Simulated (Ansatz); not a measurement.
# PF₂ (sextet): the correlation ladder, def2-QZVPP

One table from this session's results is given with a row withheld; the runs are named, their logs left out.

Computed with Ansatz 0.2.0, Gaussian basis. Level: def2-QZVPP, core rule «outside noble gas», up to 7 orbitals frozen.

The runs, in order: UHF; ROHF; CCSD(T) on UHF.

**The geometry**

The geometry is a PBE0/def2-TZVP stationary point (not a proven minimum) of the parent state, kept for this charge and spin.

3 atoms, charge 0, spin multiplicity 6.

Atoms are counted from 1 here; the program's logs count them from 0.

Bond lengths: F1–P2 1.636 Å, P2–F3 1.636 Å. Angles: F1–P2–F3 180.0°.

Set-up of the first run:

Input file in.yaml:

```yaml
crystal:
  periodic: [false, false, false]
  atoms:
    - {symbol: F, position_ang: [0.000000, 0.000000, 1.635900]}
    - {symbol: P, position_ang: [0.000000, 0.000000, 0.000000]}
    - {symbol: F, position_ang: [0.000000, 0.000000, -1.635900]}
basis:
  gaussian: {orbitals: "def2-QZVPP.json"}
magnetization: {spin_polarized: true, initial_magnetization: 5}
hamiltonian: {xc: hf}
output: {orbitals: {seedname: orbitals}}
```

On the command line:

```
ansatz run in.yaml --threads 1 --pin off --events-out ev --progress --plain --max-ram 2393MiB
```

Steps of the session up to this table: UHF; ROHF; CCSD(T) on UHF.

One of the session's tables, all rows but one given; the rest of the session is left out.

It belongs to the step «Misses and costs». 

```
  method  from UCCSD(T) (meV)
    ROHF             +17577.4
     UHF             +17255.3
    UMP2              +1101.5
   UCCSD                    ?
UCCSD(T)                    0
```

**Question.** Estimate the row for UCCSD.

**Answer.** from UCCSD(T) (meV): +591.9. In the column «from UCCSD(T) (meV)» it lies between UCCSD(T) (0) and UMP2 (+1101.5).
